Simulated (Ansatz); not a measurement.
## Property card for BaH2

Computed with DFT r2SCAN, scalar-relativistic, plane waves, PAW in Ansatz 0.2.0.

Plane waves to 500 eV, a k mesh through Γ of 6×6×6 on the computed 6-atom cell and Gaussian smearing (0.02 eV); no spin polarisation.

The structure is relaxed at this level of theory with its symmetry kept. Whether it is the stable form of this composition wasn't checked.

```cif
data_structure
_symmetry_space_group_name_H-M 'P6_3/mmc'
_symmetry_Int_Tables_number 194
_cell_length_a 4.4384
_cell_length_b 4.4384
_cell_length_c 6.0004
_cell_angle_alpha 90.000
_cell_angle_beta 90.000
_cell_angle_gamma 120.000
_cell_volume 102.37
loop_
_atom_site_label
_atom_site_type_symbol
_atom_site_symmetry_multiplicity
_atom_site_Wyckoff_symbol
_atom_site_fract_x
_atom_site_fract_y
_atom_site_fract_z
_atom_site_occupancy
Ba1 Ba 2 c 0.66667 0.33333 0.75000 1
H1 H 2 d 0.33333 0.66667 0.75000 1
H2 H 2 a 0.00000 0.00000 0.50000 1
```

Q: Formation energy from the elements' standard states (uncorrected)?

A: -0.617 eV/atom.

Q: Generalised Kohn–Sham band gap?

A: 2.28 eV, indirect from Γ to H.

Q: Löwdin character of the top 1 eV of the valence band?

A: H 1s 89 %, unprojected 7 %.

Q: Electron masses at the edge by Cartesian direction of the standard setting (m_e; degenerate bands sorted by energy; no spin-orbit coupling)?

A: x: 0.52, 0.52; y: 0.52, 0.52; z: 0.31, 0.31.

Q: Hole masses at the edge by Cartesian direction of the standard setting (m_e; degenerate bands sorted by energy; no spin-orbit coupling)?

A: x: 0.27; y: 0.27; z: 16.

Q: Bulk modulus?

A: 31 GPa.

Q: Its pressure derivative?

A: 4.2.

Q: Electronic dielectric constant xx, yy, zz of the standard setting (independent particles)?

A: 4.6, 4.6, 4.3.

Q: Bader charges (e)?

A: Ba (2 in the cell) 1.41, H (2 in the cell) -0.71, H (2 in the cell) -0.70.

Spin-orbit coupling is left out, which matters for the bands of heavy elements.

Cost: 12 runs of about 20 core-minutes in all, on AMD EPYC (Zen 3) (shared hosts).